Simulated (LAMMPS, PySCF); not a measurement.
# Rock-salt LiCl: properties by level of theory

Reference values: lattice constant a 5.07 Å (measured, static lattice: zero-point anharmonic expansion removed, our sources range from 5.056 to 5.072; as tabulated in Mejia-Rodriguez and Trickey (2018), arXiv:1807.09216); bulk modulus 38.7 GPa (measured, 0 K value with the zero-point phonon effect removed, our sources range from 37.3 to 38.7; as tabulated in Mejia-Rodriguez and Trickey (2018), arXiv:1807.09216).

| level (code) | equilibrium lattice constant a (Å) | bulk modulus B0 (GPa) |
|---|---|---|
| ionic model joung2008 (rigid ions, set for SPC/E water, LAMMPS) | 5.203 | 59.5 |
| PBE0 (PySCF) | 5.110 | 34.0 |
| Hartree–Fock (PySCF) | 5.244 | 30.3 |

Differences from the reference values (errors of the level alone only where the reference is corrected to a static lattice):

```tsv
level	lattice constant a (%)	bulk modulus (%)
ionic model joung2008	+2.62	+54
PBE0	+0.79	-12.1
Hartree–Fock	+3.43	-22
```

Nearest: lattice constant a, PBE0; bulk modulus, PBE0.

Empirical potentials (ionic model joung2008) are fitted to chosen data: where that held the value shown, agreement is built in, and what lay outside the fit can be far off.

Differences are worked out from the printed values.
